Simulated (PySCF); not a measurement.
C4H3N.
SMILES: `CC#CC#N`

The closed-shell ground state was solved at several levels (PySCF, density fitting, gas phase, non-relativistic). Isolated species at its GFN2-xTB geometry, gas phase.

```json
{"level": "PBE0/pcSseg-1", "basis functions": "100", "HOMO (eV)": "-8.39", "LUMO (eV)": "-1.08", "gap (eV)": "7.31", "dipole (D)": "5.33"}
{"level": "wB97X-D/def2-SVPD", "basis functions": "124", "HOMO (eV)": "-10.20", "LUMO (eV)": "0.66", "gap (eV)": "10.86", "dipole (D)": "5.37"}
```

Q: What might B3LYP/pcJ-1 (165 basis functions) give for the same quantities?

A: HOMO -8.14 eV, LUMO -1.29 eV, gap 6.85 eV, dipole 5.29 D.

Q: Over all these levels, which gives the widest orbital gap and which the narrowest?

A: wB97X-D/def2-SVPD (range-separated hybrid) has the widest, 10.86 eV, and B3LYP/pcJ-1 (global hybrid, 20 % exact exchange) the narrowest, 6.85 eV. Functional and basis both differ between the two, so the spread mixes both effects.

Q: How far do the dipole and the HOMO energy spread over the levels?

A: The dipole runs from 5.29 to 5.37 D (mean 5.33 D) and the HOMO from -10.20 to -8.14 eV.
